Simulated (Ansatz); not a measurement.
Geometry optimisation, RKS PBE0-D4/def2-SVP (Ansatz).

Input file:

```yaml
crystal:
  periodic: [false, false, false]
  atoms:
    - { symbol: Si, position_ang: [-0.8069, 0.4865, -0.1725] }
    - { symbol: S, position_ang: [0.3846, -0.1325, 1.4383] }
    - { symbol: S, position_ang: [1.3923, -1.6181, 0.4648] }
    - { symbol: H, position_ang: [-1.6648, -0.5668, -0.6295] }
    - { symbol: H, position_ang: [0.0134, 0.9575, -1.3289] }
    - { symbol: H, position_ang: [-1.6815, 1.6938, 0.27] }
    - { symbol: H, position_ang: [0.59903, -2.6996, 0.78687] }
basis:
  gaussian: { orbitals: def2-SVP }
hamiltonian:
  xc: pbe0
  dispersion: d4
relax:
  f_tol: 0.015
  max_steps: 40
```

Command:

```bash
$ ansatz run input.yaml --threads 1 --pin off --max-ram 2048MiB --backend cpu --events-out ev --progress --plain --runs-dir out
```

Where does it end, and by what steps?

The run converged. After 4 steps the energy has fallen by 0.142 eV; H6 moved furthest, 0.06 Å.

| step | energy less start (eV) | largest force component (eV/Å) | accepted |
| --- | --- | --- | --- |
| 0 | 0.0000 | 2.005 | yes |
| 1 | -0.1309 | 0.527 | yes |
| 2 | -0.1397 | 0.138 | yes |
| 3 | -0.1423 | 0.063 | yes |
| 4 | -0.1424 | 0.010 | yes |

```xyz
7
Properties=species:S:1:pos:R:3
Si -0.826 0.514 -0.204
S 0.388 -0.113 1.467
S 1.433 -1.641 0.484
H -1.714 -0.601 -0.646
H 0.031 0.956 -1.340
H -1.647 1.655 0.304
H 0.572 -2.649 0.765
```

Run time: 14 s on 1 thread of Arm Neoverse V1 (shared host), peak memory 0.14 GiB.
